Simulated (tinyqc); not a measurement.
Inside a calculation. Method: UKS/B3LYP (VWN-RPA form) in the sto-6g basis, for H2O, spin multiplicity 3. One step of it, computed by the program tinyqc.

Question. Iteration 10 (converged): orbitals. Diagonalise F' = X^T F X, C = X C', fill 6 alpha and 4 beta electrons from the bottom; D(s) = C_occ C_occ^T. Each column has its largest component positive (the first on a tie).

converged F(alpha) (hartree), order 1O 1s, 1O 2s, 1O 2px, 1O 2py, 1O 2pz, 2H 1s, 3H 1s:
```
[[-19.241676, -4.701352, 0.000000, 0.000000, -0.006236, -0.428750, -0.428750],
 [-4.701352, -2.030059, 0.000000, 0.000000, -0.043719, -0.386238, -0.386238],
 [0.000000, 0.000000, -0.328664, 0.000000, 0.000000, 0.000000, 0.000000],
 [0.000000, 0.000000, 0.000000, -0.236864, 0.000000, -0.174119, 0.174119],
 [-0.006236, -0.043719, 0.000000, 0.000000, -0.282355, -0.136501, -0.136501],
 [-0.428750, -0.386238, 0.000000, -0.174119, -0.136501, -0.243380, -0.101850],
 [-0.428750, -0.386238, 0.000000, 0.174119, -0.136501, -0.101850, -0.243380]]
```

converged F(beta) (hartree), order 1O 1s, 1O 2s, 1O 2px, 1O 2py, 1O 2pz, 2H 1s, 3H 1s:
```
[[-19.217185, -4.679791, 0.000000, 0.000000, -0.003641, -0.426760, -0.426760],
 [-4.679791, -1.918692, 0.000000, 0.000000, -0.012473, -0.372716, -0.372716],
 [0.000000, 0.000000, -0.033589, 0.000000, 0.000000, 0.000000, 0.000000],
 [0.000000, 0.000000, 0.000000, -0.215280, 0.000000, -0.166388, 0.166388],
 [-0.003641, -0.012473, 0.000000, 0.000000, -0.171376, -0.141297, -0.141297],
 [-0.426760, -0.372716, 0.000000, -0.166388, -0.141297, -0.134656, -0.087785],
 [-0.426760, -0.372716, 0.000000, 0.166388, -0.141297, -0.087785, -0.134656]]
```

X, order 1O 1s, 1O 2s, 1O 2px, 1O 2py, 1O 2pz, 2H 1s, 3H 1s:
```
[[1.021595, -0.125375, 0.000000, 0.000000, -0.003390, 0.012307, 0.012307],
 [-0.125375, 1.072179, 0.000000, 0.000000, 0.030265, -0.131980, -0.131980],
 [0.000000, 0.000000, 1.000000, 0.000000, 0.000000, 0.000000, 0.000000],
 [0.000000, 0.000000, 0.000000, 1.029092, 0.000000, -0.103973, 0.103973],
 [-0.003390, 0.030265, 0.000000, 0.000000, 1.017849, -0.078142, -0.078142],
 [0.012307, -0.131980, 0.000000, -0.103973, -0.078142, 1.050638, -0.033682],
 [0.012307, -0.131980, 0.000000, 0.103973, -0.078142, -0.033682, 1.050638]]
```

Give: F' = X^T F X; orbital energies; coefficients C; F' = X^T F X; orbital energies; coefficients C; D(alpha) after iteration 10; D(beta) after iteration 10.

Answer.

F' = X^T F X (alpha) (hartree):
```
[[-18.929, -2.391, 0.000, 0.000, -0.015, -0.033, -0.033],
 [-2.391, -1.195, 0.000, 0.000, -0.006, -0.158, -0.158],
 [0.000, 0.000, -0.329, 0.000, 0.000, 0.000, 0.000],
 [0.000, 0.000, 0.000, -0.179, 0.000, -0.157, 0.157],
 [-0.015, -0.006, 0.000, 0.000, -0.254, -0.100, -0.100],
 [-0.033, -0.158, 0.000, -0.157, -0.100, -0.136, -0.043],
 [-0.033, -0.158, 0.000, 0.157, -0.100, -0.043, -0.136]]
```

orbital energies (alpha) (hartree): [-19.246, -0.941, -0.362, -0.335, -0.329, -0.035, 0.090]

coefficients C (alpha), order 1O 1s, 1O 2s, 1O 2px, 1O 2py, 1O 2pz, 2H 1s, 3H 1s:
```
[[0.996, -0.244, 0.000, 0.055, 0.000, 0.067, 0.000],
 [0.016, 0.983, 0.000, -0.281, 0.000, -0.394, 0.000],
 [0.000, 0.000, 0.000, 0.000, 1.000, 0.000, 0.000],
 [0.000, 0.000, 0.701, 0.000, 0.000, 0.000, 0.768],
 [0.001, 0.062, 0.000, 0.803, 0.000, -0.633, 0.000],
 [-0.002, 0.071, 0.407, 0.313, 0.000, 0.662, -0.658],
 [-0.002, 0.071, -0.407, 0.313, 0.000, 0.662, 0.658]]
```

F' = X^T F X (beta) (hartree):
```
[[-18.907, -2.385, 0.000, 0.000, -0.017, -0.032, -0.032],
 [-2.385, -1.073, 0.000, 0.000, 0.037, -0.178, -0.178],
 [0.000, 0.000, -0.034, 0.000, 0.000, 0.000, 0.000],
 [0.000, 0.000, 0.000, -0.158, 0.000, -0.161, 0.161],
 [-0.017, 0.037, 0.000, 0.000, -0.134, -0.127, -0.127],
 [-0.032, -0.178, 0.000, -0.161, -0.127, -0.018, -0.033],
 [-0.032, -0.178, 0.000, 0.161, -0.127, -0.033, -0.018]]
```

orbital energies (beta) (hartree): [-19.221, -0.835, -0.315, -0.254, -0.034, 0.145, 0.172]

coefficients C (beta), order 1O 1s, 1O 2s, 1O 2px, 1O 2py, 1O 2pz, 2H 1s, 3H 1s:
```
[[0.997, -0.242, 0.000, 0.051, 0.000, -0.074, 0.000],
 [0.015, 0.973, 0.000, -0.271, 0.000, 0.424, 0.000],
 [0.000, 0.000, 0.000, 0.000, 1.000, 0.000, 0.000],
 [0.000, 0.000, 0.764, 0.000, 0.000, 0.000, 0.705],
 [0.001, 0.021, 0.000, 0.787, 0.000, 0.655, 0.000],
 [-0.002, 0.088, 0.350, 0.332, 0.000, -0.650, -0.690],
 [-0.002, 0.088, -0.350, 0.332, 0.000, -0.650, 0.690]]
```

D(alpha) after iteration 10, order 1O 1s, 1O 2s, 1O 2px, 1O 2py, 1O 2pz, 2H 1s, 3H 1s:
```
[[1.060, -0.266, 0.000, 0.000, -0.013, 0.042, 0.042],
 [-0.266, 1.201, 0.000, 0.000, 0.084, -0.280, -0.280],
 [0.000, 0.000, 1.000, 0.000, 0.000, 0.000, 0.000],
 [0.000, 0.000, 0.000, 0.491, 0.000, 0.285, -0.285],
 [-0.013, 0.084, 0.000, 0.000, 1.049, -0.163, -0.163],
 [0.042, -0.280, 0.000, 0.285, -0.163, 0.707, 0.375],
 [0.042, -0.280, 0.000, -0.285, -0.163, 0.375, 0.707]]
```

D(beta) after iteration 10, order 1O 1s, 1O 2s, 1O 2px, 1O 2py, 1O 2pz, 2H 1s, 3H 1s:
```
[[1.054, -0.234, 0.000, 0.000, 0.036, -0.006, -0.006],
 [-0.234, 1.022, 0.000, 0.000, -0.193, -0.004, -0.004],
 [0.000, 0.000, 0.000, 0.000, 0.000, 0.000, 0.000],
 [0.000, 0.000, 0.000, 0.583, 0.000, 0.267, -0.267],
 [0.036, -0.193, 0.000, 0.000, 0.620, 0.263, 0.263],
 [-0.006, -0.004, 0.000, 0.267, 0.263, 0.240, -0.004],
 [-0.006, -0.004, 0.000, -0.267, 0.263, -0.004, 0.240]]
```
